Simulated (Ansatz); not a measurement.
# CH₅FSi (built from SMILES C[SiH2]F): single points off equilibrium

Aim: energy, forces and dipole at a displaced guess of a reacting structure, from CCSD(T) and from density functionals.

Program: Ansatz 0.2.0, Gaussian basis. Level of theory: single points in def2-TZVPP. These are calculated values, not measurements.

Cores are frozen in the correlated methods.

## (1) The starting structure

8 atoms, charge 0, spin multiplicity 1.

Atoms are counted from 1 here; the program's logs count them from 0.

Bond lengths: Si1–H4 1.492 Å, Si1–C5 1.862 Å, F2–H3 1.137 Å, C5–H6 1.076 Å, C5–H7 1.086 Å, C5–H8 0.958 Å. Angles: H4–Si1–C5 107.8°, Si1–C5–H6 114.7°, Si1–C5–H7 105.3°, Si1–C5–H8 115.2°, H6–C5–H7 105.1°, H6–C5–H8 108.1°, H7–C5–H8 107.6°.

Geometry (Å):

```mol
CH5FSi
  3D, bonds by distance, orders not assigned

  8  6  0  0  0  0  0  0  0  0999 V2000
   -0.6776   -0.6295    0.0326 Si  0  0
   -0.6820   -0.2142   -1.9071 F   0  0
   -0.5901   -1.2985   -1.5777 H   0  0
   -1.9309    0.1118    0.3580 H   0  0
    0.7529    0.3303    0.7400 C   0  0
    0.5270    1.3509    0.9971 H   0  0
    1.4803    0.3947   -0.0632 H   0  0
    1.1860   -0.0776    1.4912 H   0  0
  1  4  8  0
  1  5  8  0
  2  3  8  0
  5  6  8  0
  5  7  8  0
  5  8  8  0
M  END
```

## (2) CCSD(T)/def2-TZVPP

Input file run/in.yaml:

```yaml
crystal:
  periodic: [false, false, false]
  atoms:
    - {symbol: Si, position_ang: [-0.677600, -0.629500, 0.032600]}
    - {symbol: F, position_ang: [-0.682000, -0.214200, -1.907100]}
    - {symbol: H, position_ang: [-0.590100, -1.298500, -1.577700]}
    - {symbol: H, position_ang: [-1.930900, 0.111800, 0.358000]}
    - {symbol: C, position_ang: [0.752900, 0.330300, 0.740000]}
    - {symbol: H, position_ang: [0.527000, 1.350900, 0.997100]}
    - {symbol: H, position_ang: [1.480300, 0.394700, -0.063200]}
    - {symbol: H, position_ang: [1.186000, -0.077600, 1.491200]}
basis:
  gaussian: {orbitals: def2-TZVPP}
correlation: {method: ccsd_t}
output: {forces: true}
```

No record of the launch command was kept for these runs.

## (3) PBE0-D4/def2-TZVPP

Edit run/in.yaml of step 2 so:

```diff
@@ -13,3 +13,3 @@
   gaussian: {orbitals: def2-TZVPP}
-correlation: {method: ccsd_t}
-output: {forces: true}
+hamiltonian: {xc: pbe0, dispersion: d4}
+output: {forces: true, orbitals: {seedname: orbitals}}
```

## (4) wB97M-V/def2-TZVPP

Edit run/in.yaml of step 3 so:

```diff
@@ -13,3 +13,3 @@
   gaussian: {orbitals: def2-TZVPP}
-hamiltonian: {xc: pbe0, dispersion: d4}
-output: {forces: true, orbitals: {seedname: orbitals}}
+hamiltonian: {xc: {name: wB97M-V}}
+output: {forces: true}
```

## (5) r2SCAN-D4/def2-TZVPP

Edit run/in.yaml of step 4 so:

```diff
@@ -13,3 +13,3 @@
   gaussian: {orbitals: def2-TZVPP}
-hamiltonian: {xc: {name: wB97M-V}}
+hamiltonian: {xc: r2scan, dispersion: d4}
 output: {forces: true}
```

## (6) PBE-D4/def2-TZVPP

Edit run/in.yaml of step 5 so:

```diff
@@ -13,3 +13,3 @@
   gaussian: {orbitals: def2-TZVPP}
-hamiltonian: {xc: r2scan, dispersion: d4}
+hamiltonian: {xc: pbe, dispersion: d4}
 output: {forces: true}
```

## (7) LC-wPBE/def2-TZVPP

Edit run/in.yaml of step 6 so:

```diff
@@ -13,3 +13,3 @@
   gaussian: {orbitals: def2-TZVPP}
-hamiltonian: {xc: pbe, dispersion: d4}
+hamiltonian: {xc: {name: LC-wPBE}}
 output: {forces: true}
```

## (8) revPBE-D4/def2-TZVPP

Edit run/in.yaml of step 7 so:

```diff
@@ -13,3 +13,3 @@
   gaussian: {orbitals: def2-TZVPP}
-hamiltonian: {xc: {name: LC-wPBE}}
+hamiltonian: {xc: {name: revPBE}, dispersion: d4}
 output: {forces: true}
```

(Steps that only read results are left out.)

Before running it: what results should come out? Wanted: energy less free atoms, CCSD(T)/def2-TZVPP; RMS force component; RMS force error; HOMO and LUMO, PBE0-D4; T1 diagnostic.

As calculated:

```
                                  quantity                                                                                             value
energy less free atoms, CCSD(T)/def2-TZVPP                                                                                        -24.659 eV
                       RMS force component                                                              1.881 to 1.944 eV/Å over the methods
                           RMS force error  PBE0-D4 0.078, wB97M-V 0.057, r2SCAN-D4 0.169, PBE-D4 0.266, LC-wPBE 0.099, revPBE-D4 0.289 eV/Å
                    HOMO and LUMO, PBE0-D4                                                                                -6.27 and -1.50 eV
                             T1 diagnostic                                                                                             0.014
```

**Reading.** Against CCSD(T) the functionals' energies less atoms differ by -1.152 to -0.424 eV, PBE-D4 by -1.152 eV. The reference is not at the basis limit: in triple zeta CCSD(T) underbinds, which counts against methods that bind more; the gaps are no ranking. The forces of wB97M-V come nearest to CCSD(T), those of revPBE-D4 are farthest. The restricted Hartree–Fock reference is unstable towards an unrestricted one at one or more of these structures.
